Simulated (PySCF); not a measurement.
Q: Write a Z-matrix for `C1CC(=C)C1=C` as optimised with PBE0-D3(BJ)/def2-SVP.

A: 
Z-matrix in Å and degrees, rows numbered from 1:
```
C 
C   1  1.3353
C   2  1.5195  1  134.17
C   3  1.5539  2   88.59  1  -179.82
C   2  1.4789  1  134.42  3  -179.94
C   5  1.3353  2  134.41  1    -0.19
H   1  1.0933  2  121.35  3    -0.04
H   1  1.0935  2  121.12  3   179.98
H   3  1.1010  2  114.60  1   -62.85
H   3  1.1010  2  114.56  1    63.28
H   4  1.1010  3  114.93  2   116.40
H   4  1.1009  3  115.01  2  -116.77
H   6  1.0935  5  121.13  2     0.00
H   6  1.0933  5  121.34  2  -179.99
```

The 6 C–C bonds span 1.335 Å (C1=C2, drawn double) to 1.554 Å (C3–C4, drawn single), a spread of 0.219 Å. The 4-membered ring C2–C3–C4–C5 has internal angles of 88.6° to 91.4°; it is planar, 0.00 Å rms from its mean plane, widest ring torsion 0°. The 6 heavy atoms lie in one plane (0.001 Å rms).

Computed with PySCF 2.14.0, PBE0-D3(BJ)/def2-SVP geometry optimisation, gas phase.

Point group: C2v (every atom within 0.08 Å of its image). Stationary, but not proved a minimum.

Time: 25 s of wall time. Hardware: an Arm Neoverse V1 with one thread (shared host). That covers the optimisation of the geometry.
